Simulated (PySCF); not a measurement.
Compound: CH8Si2.
Atom-mapped SMILES: `[SiH3:1][CH2:2][SiH3:3]` (hydrogens: H4, H5, H6 on Si1; H7, H8 on C2; H9, H10, H11 on Si3)

The same species was optimised twice, with GFN2-xTB and with PBE0-D3(BJ)/def2-SVP (PySCF), and the same property calculations (PySCF, gas phase) were run on both structures.

```csv
coordinate,GFN2-xTB,PBE0-D3(BJ)/def2-SVP,change
Si1–H5 (Å),1.464,1.496,+0.032
Si1–H6 (Å),1.464,1.495,+0.031
Si3–H9 (Å),1.464,1.495,+0.031
Si3–H10 (Å),1.465,1.496,+0.031
Si1–H4 (Å),1.467,1.496,+0.029
Si3–H11 (Å),1.467,1.496,+0.029
C2–Si3 (Å),1.898,1.882,-0.016
Si1–C2 (Å),1.898,1.882,-0.016
C2–H8 (Å),1.091,1.104,+0.013
C2–H7 (Å),1.091,1.104,+0.013
H9–Si3–H10 (°),109.7,108.3,-1.4
H5–Si1–H6 (°),109.7,108.3,-1.4
C2–Si3–H11 (°),109.6,110.9,+1.3
C2–Si1–H4 (°),109.6,110.9,+1.3
H7–C2–H8 (°),105.9,106.8,+0.9
H4–Si1–H6 (°),109.0,108.5,-0.5
C2–Si1–H5 (°),109.8,110.3,+0.5
C2–Si3–H10 (°),109.8,110.3,+0.5
```

Rotational constants: A = 18618, B = 2835, C = 2649 MHz (GFN2-xTB) against A = 18387, B = 2878, C = 2687 MHz (PBE0-D3(BJ)/def2-SVP). Point groups within 0.08 Å: C2v and C2v.

On the GFN2-xTB structure: lowest singlet, TDDFT (eV) 7.50 [B3LYP/def2-SVPD]; lowest triplet, Tamm–Dancoff (eV) 7.13 [B3LYP/def2-SVPD]; isotropic polarisability (au) 68.9 [B3LYP/def2-SVPD]; HOMO (eV) -8.48 [B3LYP/def2-SVPD]; LUMO (eV) -0.06 [B3LYP/def2-SVPD]; dipole (D) 0.65 [B3LYP/def2-SVPD]; HOMO (eV) -8.75 [PBE0/pcSseg-1]; LUMO (eV) 0.45 [PBE0/pcSseg-1]; dipole (D) 0.62 [PBE0/pcSseg-1]; GIAO shielding of Si1/Si3 (mean) (ppm) 421.3 [PBE0/pcSseg-1]; GIAO shielding of C2 (ppm) 202.8 [PBE0/pcSseg-1]; Si1s of Si1 (eV) 1846.35 [delta-SCF UKS SCAN, pcX-2 on the ionised atom, pcseg-1 elsewhere, spin-free X2C]; Si2p of Si1 (eV) 106.85 [delta-SCF UKS SCAN, pcX-2 on the ionised atom, pcseg-1 elsewhere, spin-free X2C]; C1s of C2 (eV) 289.92 [delta-SCF UKS SCAN, pcX-2 on the ionised atom, pcseg-1 elsewhere, spin-free X2C].

Task: What do these properties become on the PBE0-D3(BJ)/def2-SVP structure?

Result: 
| property | level | on GFN2-xTB | on PBE0-D3(BJ)/def2-SVP | change |
| --- | --- | --- | --- | --- |
| lowest singlet, TDDFT (eV) | B3LYP/def2-SVPD | 7.50 | 7.58 | +0.08 |
| lowest triplet, Tamm–Dancoff (eV) | B3LYP/def2-SVPD | 7.13 | 7.23 | +0.10 |
| isotropic polarisability (au) | B3LYP/def2-SVPD | 68.9 | 70.5 | +1.6 |
| HOMO (eV) | B3LYP/def2-SVPD | -8.48 | -8.60 | -0.12 |
| LUMO (eV) | B3LYP/def2-SVPD | -0.06 | -0.09 | -0.03 |
| dipole (D) | B3LYP/def2-SVPD | 0.65 | 0.83 | +0.18 |
| energy, GFN2-xTB geometry as zero (kcal/mol) | B3LYP/def2-SVPD | 0.0 | -1.0 | -1.0 |
| HOMO (eV) | PBE0/pcSseg-1 | -8.75 | -8.86 | -0.11 |
| LUMO (eV) | PBE0/pcSseg-1 | 0.45 | 0.43 | -0.02 |
| dipole (D) | PBE0/pcSseg-1 | 0.62 | 0.81 | +0.19 |
| energy, GFN2-xTB geometry as zero (kcal/mol) | PBE0/pcSseg-1 | 0.0 | -1.1 | -1.1 |
| GIAO shielding of Si1/Si3 (mean) (ppm) | PBE0/pcSseg-1 | 421.3 | 417.7 | -3.6 |
| GIAO shielding of C2 (ppm) | PBE0/pcSseg-1 | 202.8 | 201.2 | -1.6 |
| Si1s of Si1 (eV) | delta-SCF UKS SCAN, pcX-2 on the ionised atom, pcseg-1 elsewhere, spin-free X2C | 1846.35 | 1846.50 | +0.15 |
| Si2p of Si1 (eV) | delta-SCF UKS SCAN, pcX-2 on the ionised atom, pcseg-1 elsewhere, spin-free X2C | 106.85 | 106.94 | +0.09 |
| C1s of C2 (eV) | delta-SCF UKS SCAN, pcX-2 on the ionised atom, pcseg-1 elsewhere, spin-free X2C | 289.92 | 290.08 | +0.16 |

The heavy atoms differ by 0.014 Å rms after alignment. Among all bonds Si1–H5, Si1–H6, Si3–H9 and Si3–H10 change most and about equally (+0.031 to +0.032 Å). Changes are differences of the printed values. Neither structure is proved a minimum here.
